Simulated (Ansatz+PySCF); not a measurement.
Two shapes of singlet C₂H₄ in separate pieces.

Shape 1:

```xyz
6

C     0.0000    0.0000   -0.6653
C     0.0000    0.0000    3.3266
H     0.0000   -0.9311   -1.2403
H     0.0000    0.9311   -1.2403
H     0.0000   -0.9311    3.9016
H     0.0000    0.9311    3.9016
```

Shape 2:

```xyz
6

C     0.0000    0.0000   -0.6653
C     0.0000    0.0000    1.3306
H     0.0000   -0.9311   -1.2403
H     0.0000    0.9311   -1.2403
H     0.0000   -0.9311    1.9056
H     0.0000    0.9311    1.9056
```

Basis set: cc-pVDZ (spherical functions). Correlated methods keep 2 orbitals frozen. Charge 0, multiplicity 1.

Computed with Ansatz (development build ahead of 0.2.0); each method stands on the lowest determinant of its kind that the runs found.

**Question.** Which shape is lower in energy, and by how much in each method?

**Answer.**

```tsv
method	E(2) − E(1) (eV)
RHF	-1.971
UHF	-1.614
RHF-MP2	-5.140
UHF-CCSDT(Q)	-3.464
PBE (restricted)	-5.314
```

Shape 2 is lower. Caution for RHF, RHF-MP2, PBE (restricted): an unrestricted determinant lies well below. Caution for UHF, UHF-CCSDT(Q): the unrestricted determinant is a mixture of spin states; the determinant breaks the point group. Caution for RHF-MP2, UHF-CCSDT(Q): bonds are stretched, where a single reference can fail. Caution for RHF-MP2: large amplitudes, a single reference is doubtful.
